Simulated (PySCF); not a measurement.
Compound: water, H₂O.
Z-matrix (Å and degrees, GFN2-xTB geometry), rows numbered from 1:
```
O 
H   1  0.9592
H   1  0.9593  2  107.23
```

Theory: PBE0/pcSseg-1 in PySCF (dipole) on a GFN2-xTB geometry, gas phase.

Masses are those of the commonest isotopes; rigid-rotor values at the optimised geometry. 

Question: Give the principal moments of inertia and the rotational constants in MHz.

Answer: Ia = 0.58, Ib = 1.20, Ic = 1.78 u·Å²; 505379 MHz·u·Å²/I gives A = 871841, B = 420472, C = 283666 MHz.

Question: What kind of rotor is it?

Answer: An asymmetric top; Ray's κ = -0.535.

Question: Give the coordinates in the principal-axis frame, origin at the centre of mass.

Answer: The sense of each axis is arbitrary; atoms in the order of the calculation.
```json
{"atom": "O1", "mass (u)": "15.995", "a (Å)": "0.000", "b (Å)": "-0.064", "c (Å)": "0.000"}
{"atom": "H2", "mass (u)": "1.008", "a (Å)": "-0.772", "b (Å)": "0.505", "c (Å)": "0.000"}
{"atom": "H3", "mass (u)": "1.008", "a (Å)": "0.772", "b (Å)": "0.505", "c (Å)": "0.000"}
```

Question: Which lines would a microwave search look for?

Answer: The dipole components are |μa| = 0.00 D, |μb| = 2.03 D, |μc| = 0.00 D; the symmetry axis of this C2v structure is b, so μa and μc vanish by symmetry and there are no a-type or c-type lines. Some lines, for components of 0.1 D or more:

```tsv
type	branch	J(Ka,Kc)	MHz	lower level (cm⁻¹)
b	Q	1(1,0) ← 1(0,1)	588175	23.488
b	Q	2(1,1) ← 2(0,2)	751646	69.573
b	R	2(0,2) ← 1(1,1)	930244	38.544
b	R	1(1,1) ← 0(0,0)	1155507	0.000
b	Q	2(2,0) ← 2(1,1)	1380769	94.645
b	R	2(1,2) ← 1(0,1)	1722838	23.488
b	Q	2(2,1) ← 2(1,2)	1764525	80.955
b	R	2(2,1) ← 1(1,0)	2899188	43.107
b	R	2(2,0) ← 1(1,1)	3062659	38.544
```

Whether it is a minimum is left open (no frequencies). These are rigid-rotor constants of the computed structure; measured ground-state constants (B0) also hold zero-point vibration.
